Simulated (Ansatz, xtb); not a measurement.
**A geometry optimisation of C4H with r2SCAN-D4/def2-SVP**

The starting geometry of this gas-phase doublet has its atoms placed at random.

```yaml
atoms:
  - { symbol: C, position_ang: [-0.2425, 1.8109, -0.1725] }
  - { symbol: C, position_ang: [0.1473, 0.3670, -0.5937] }
  - { symbol: C, position_ang: [0.9387, -1.4459, 0.4037] }
  - { symbol: C, position_ang: [0.3541, -0.1403, 0.6858] }
  - { symbol: H, position_ang: [0.6631, -0.5886, 1.4241] }
```

Question: Guess where an optimisation with r2SCAN-D4/def2-SVP ends from this start.

Answer: It ends as a structure given below by its coordinates. Distances that change by over a tenth: C1–C2 (1.55 → 1.28 Å), C3–C4 (1.46 → 1.24 Å). Contacts that open: C4–H5 (0.92 → 2.31 Å). Contacts that close: C3–H5 (1.36 → 1.08 Å).

The energy falls by 8.15 eV over 20 steps:

| step | E − E(last) (eV) |
| --- | --- |
| 1 | 8.152 |
| 3 | 4.684 |
| 5 | 2.520 |
| 7 | 2.272 |
| 9 | 1.924 |
| 12 | 0.732 |
| 14 | 0.334 |
| 16 | 0.005 |
| 18 | 0.000 |
| 20 | 0.000 |

Final geometry (Å):

```xyz
5

C    -0.5246    2.0007   -0.8943
C     0.0478    0.9597   -0.4143
C     0.7953   -1.0271    1.0484
C     0.4268   -0.0706    0.3580
H     1.1155   -1.8595    1.6496
```

From the same start GFN2-xTB reaches the same bonding as this run.

From so rough a start the end depends on the optimiser's path, so another program may land elsewhere. No frequencies were run, so the end isn't proven a minimum. Open shells are spin-unrestricted. Run with Ansatz 0.2.0, 2.8 min on 1 thread of Arm Neoverse V1, on a shared host.
